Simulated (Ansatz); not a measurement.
Basis-set extrapolation for C3H6N2O (`C=N/C(O)=N\C`) (PBE0-D4/def2-TZVP geometry, frozen core, Ansatz). Multiplicity 1, RHF reference.

```
                      def2-TZVPP   def2-QZVPP
                 HF  -300.945387  -300.958995
    MP2 correlation    -1.122679    -1.201382
CCSD(T) correlation    -1.202857      not run
```

Energies in hartree. Use E(X) = E(∞) + A·exp(−7.88·√X) for Hartree–Fock and E(X) = E(∞) + B·X^(−2.97) for correlation, with X = 3 and 4, and add CCSD(T) minus MP2 of the smaller set to the MP2 limit.

Q: What is the CCSD(T) energy at the basis-set limit?

A: HF limit: -300.958995 + (-0.013608) × 0.13774 = -300.96087. MP2 limit: -1.201382 + (-0.078703) × 0.74074 = -1.25968. Higher-order term: -1.202857 − (-1.122679) = -0.08018. Total: -302.30073 hartree, 400.4 kJ/mol below CCSD(T)/def2-TZVPP.
